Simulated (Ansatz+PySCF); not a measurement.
doublet C₂H₃: levels of theory in one basis

| atom | x (Å) | y (Å) | z (Å) |
| --- | --- | --- | --- |
| C | 0.0000 | -0.0478 | -0.5411 |
| C | 0.0000 | -0.0417 | 0.6651 |
| H | 0.0000 | 0.6323 | 1.4082 |
| H | 0.0000 | -0.9062 | -1.0727 |
| H | 0.0000 | 0.8110 | -1.0798 |

Basis set: def2-SVP (spherical functions). Left uncorrelated: 2 orbitals. Correlation on ROHF uses semicanonical orbitals with singles. Charge 0, multiplicity 2.

Computed with Ansatz (development build ahead of 0.2.0); each method stands on the lowest determinant of its kind that the runs found. NEVPT2 correlates all electrons. Active spaces start from the frontier orbitals, and the lowest solution found is given.

| method | E − E(ROHF) (eV) | <S²> of the determinant |
| --- | --- | --- |
| ROHF | 0.00 | 0.75 |
| UHF | -0.14 | 0.82 |
| ROHF-MP2 | -6.50 | – |
| ROHF-CCSD | -7.27 | – |
| UHF-CCSD | -7.27 | 0.82 |
| ROHF-CCSD(T) | -7.49 | – |
| UHF-CCSD(T) | -7.49 | 0.82 |
| CASSCF(3,3) | -0.68 | – |
| SC-NEVPT2(3,3) | -6.81 | – |

Question: What does UHF-MP2 give on the same scale?

Answer: -6.45 eV.

Question: Is a single determinant a sound starting point here?

Answer: By this sign, yes. Unrestricted orbitals gain 0.14 eV and <S²> is 0.82 against 0.75 for a pure state. The CASSCF(3,3) natural occupations are 1.93, 1.00, 0.07.
